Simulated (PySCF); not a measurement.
methyl formate cation (C₂H₄O₂), SMILES C(=O)OC (connectivity only; charge and spin as stated), charge +1, multiplicity 2. Atoms are numbered in the order given.

```xyz
8

C     -0.3844    -1.4525     0.0000
O      0.6960    -0.4241     0.0000
C      0.4530     0.8075     0.0000
O     -0.6857     1.3462     0.0000
H     -0.9778    -1.3188    -0.9143
H      0.1571    -2.4027     0.0000
H     -0.9778    -1.3188     0.9143
H      1.3047     1.5327     0.0000
```
Charge +1, spin multiplicity 2.

Coordinates come from a B3LYP-D3(BJ)/def2-SVP optimisation. The spin state was assumed, not searched. Other conformers were not sampled.

Computed with B3LYP/pcH-1 in PySCF.

Unrestricted Kohn–Sham, ⟨S²⟩ = 0.755. Hyperfine tensors hold the contact and dipolar terms, without spin-orbit corrections.

Computed hyperfine couplings:
```json
[
 {"nucleus": "13C no. 1", "A(iso) (MHz)": "1.6", "A(iso) (G)": "0.6", "dipolar principal values (MHz)": "-1.4, -0.2, 1.6"},
 {"nucleus": "17O no. 2", "A(iso) (MHz)": "-6.4", "A(iso) (G)": "-2.3", "dipolar principal values (MHz)": "-23.4, 8.2, 15.2"},
 {"nucleus": "13C no. 3", "A(iso) (MHz)": "-42.4", "A(iso) (G)": "-15.1", "dipolar principal values (MHz)": "-11.7, -1.3, 13.0"},
 {"nucleus": "17O no. 4", "A(iso) (MHz)": "-51.0", "A(iso) (G)": "-18.2", "dipolar principal values (MHz)": "-280.2, 131.8, 148.4"},
 {"nucleus": "1H no. 5", "A(iso) (MHz)": "0.2", "A(iso) (G)": "0.1", "dipolar principal values (MHz)": "-3.7, -2.9, 6.6"},
 {"nucleus": "1H no. 6", "A(iso) (MHz)": "-0.5", "A(iso) (G)": "-0.2", "dipolar principal values (MHz)": "-1.9, -1.1, 3.0"},
 {"nucleus": "1H no. 7", "A(iso) (MHz)": "0.2", "A(iso) (G)": "0.1", "dipolar principal values (MHz)": "-3.7, -2.9, 6.6"},
 {"nucleus": "1H no. 8", "A(iso) (MHz)": "197.7", "A(iso) (G)": "70.5", "dipolar principal values (MHz)": "-10.4, -2.9, 13.3"}
]
```

Q: And the g tensor (effective nuclear charges for spin-orbit coupling, GIAO)? (The exact figures need the calculation; the answer reports its results.)

A: principal values 2.0025, 2.0100, 2.0151; isotropic 2.0092.
